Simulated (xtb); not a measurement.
C4H3S, charge -2, doublet, at a GFN2-xTB geometry of the parent state (a state made from the parent by changing its charge; the spin is typed, not shown lowest); GFN0-xTB (xtb).

The xtb input:
```
$ xtb mol.xyz --gfn 0 --chrg -2 --uhf 1 --json

# file mol.xyz
8

S     -0.00537468    -0.04815724     1.21841919
C      0.01986202     1.30772605    -0.16320033
C     -0.01696070    -1.17565525    -0.08708173
C      0.01720962     0.81295480    -1.37105401
C     -0.00405720    -0.62093181    -1.32562868
H      0.03299419     2.30566269     0.24093354
H     -0.03341327    -2.22952851     0.16092592
H     -0.00990838    -1.25018105    -2.21477794
```

The log (banner, timings and long lists left out):

```
   ID    Z sym.   atoms
    1   16 S      1
    2    6 C      2-5
    3    1 H      6-8

           -------------------------------------------------
          |                Calculation Setup                |
           -------------------------------------------------

           -------------------------------------------------
          |                 G F N 0 - x T B                 |
           -------------------------------------------------

          ...................................................
          :                      SETUP                      :
          :.................................................:
          :  # basis functions                  32          :
          :  # atomic orbitals                  31          :
          :  # shells                           17          :
          :  # electrons                        27          :
          :  electronic temp.          300.0000000     K    :
          :  accuracy                    1.0000000          :
          :  -> integral cutoff          0.2500000E+02      :
          :  -> integral neglect         0.1000000E-07      :
          ...................................................

         :::::::::::::::::::::::::::::::::::::::::::::::::::::
         ::                     SUMMARY                     ::
         :::::::::::::::::::::::::::::::::::::::::::::::::::::
         :: total energy             -15.835913707017 Eh    ::
         :: gradient norm              0.186096747529 Eh/a0 ::
         :: HOMO-LUMO gap              1.079071285273 eV    ::
         ::.................................................::
         :: H0 energy                -14.056041994636 Eh    ::
         :: repulsion energy           0.194927614311 Eh    ::
         :: electrostat energy        -1.971467790347 Eh    ::
         :: -> Gsolv                   0.000000000000 Eh    ::
         ::    -> Gsasa                0.000000000000 Eh    ::
         ::    -> Gshift               0.000000000000 Eh    ::
         :: dispersion energy         -0.003331536345 Eh    ::
         :: short-range corr.          0.000000000000 Eh    ::
         :: add. restraining           0.000000000000 Eh    ::
         :: total charge              -2.000000000000 e     ::
         :::::::::::::::::::::::::::::::::::::::::::::::::::::

           -------------------------------------------------
          |                Property Printout                |
           -------------------------------------------------

    * Orbital Energies and Occupations

         #    Occupation            Energy/Eh            Energy/eV
      -------------------------------------------------------------
         1        2.0000           -0.7501939             -20.4138
         2        2.0000           -0.6410547             -17.4440
         3        2.0000           -0.6207024             -16.8902
         4        2.0000           -0.5904454             -16.0668
         5        2.0000           -0.5749460             -15.6451
         6        2.0000           -0.5450759             -14.8323
         7        2.0000           -0.4962354             -13.5033
         8        2.0000           -0.4902039             -13.3391
         9        2.0000           -0.4840471             -13.1716
        10        2.0000           -0.4748189             -12.9205
        11        2.0000           -0.4255493             -11.5798
        12        2.0000           -0.4062905             -11.0557
        13        2.0000           -0.3919838             -10.6664
        14        1.0000           -0.2729475              -7.4273 (HOMO)
        15                         -0.2332924              -6.3482 (LUMO)
        16                         -0.1988102              -5.4099
        17                         -0.1398999              -3.8069
        18                         -0.1133080              -3.0833
        19                         -0.1044821              -2.8431
        20                         -0.0999137              -2.7188
        21                          0.0007611               0.0207
        22                          0.0109702               0.2985
        23                          0.0406501               1.1061
        24                          0.0971870               2.6446
        25                          0.1601269               4.3573
       ...                                ...                  ...
        31                          0.6553750              17.8337
      -------------------------------------------------------------
                  HL-Gap            0.0396551 Eh            1.0791 eV
             Fermi-level            0.0000000 Eh            0.0000 eV

     #   Z          covCN         q      C6AA      α(0)
     1  16 S        2.100    -0.427   157.183    21.138
     2   6 C        2.949    -0.115    32.564     9.330
     3   6 C        2.910    -0.280    37.624    10.026
     4   6 C        2.033    -0.574    52.620    11.702
     5   6 C        3.103    -0.042    30.446     9.015
     6   1 H        0.926    -0.194    10.391     5.041
     7   1 H        0.925    -0.164     8.415     4.536
     8   1 H        0.925    -0.203    11.067     5.202

 Mol. C6AA /au·bohr⁶  :       2169.469215
 Mol. C8AA /au·bohr⁸  :      63930.042403
 Mol. α(0) /au        :         75.990972

Wiberg/Mayer (AO) data.
largest (>0.10) Wiberg bond orders for each atom

 ---------------------------------------------------------------------------
     #   Z sym  total        # sym  WBO       # sym  WBO       # sym  WBO
 ---------------------------------------------------------------------------
     1  16 S    2.360 --     3 C    1.188     2 C    0.917     4 C    0.161
     2   6 C    3.764 --     4 C    1.649     6 H    0.969     1 S    0.917
                             5 C    0.116
     3   6 C    3.739 --     5 C    1.390     1 S    1.188     7 H    0.966
                             4 C    0.103
     4   6 C    3.264 --     2 C    1.649     5 C    1.329     1 S    0.161
                             3 C    0.103
     5   6 C    3.893 --     3 C    1.390     4 C    1.329     8 H    0.966
                             2 C    0.116
     6   1 H    0.995 --     2 C    0.969
     7   1 H    0.980 --     3 C    0.966
     8   1 H    0.993 --     5 C    0.966
 ---------------------------------------------------------------------------

Topologies differ in total number of bonds
Writing topology from bond orders to xtbtopo.mol

 dipole moment from electron density (au)
     X       Y       Z
  -0.0309  -1.4642   2.4425  total (Debye):    7.239

           -------------------------------------------------
          | TOTAL ENERGY              -15.835913707017 Eh   |
          | GRADIENT NORM               0.186096747529 Eh/α |
          | HOMO-LUMO GAP               1.079071285273 eV   |
           -------------------------------------------------

normal termination of xtb
```
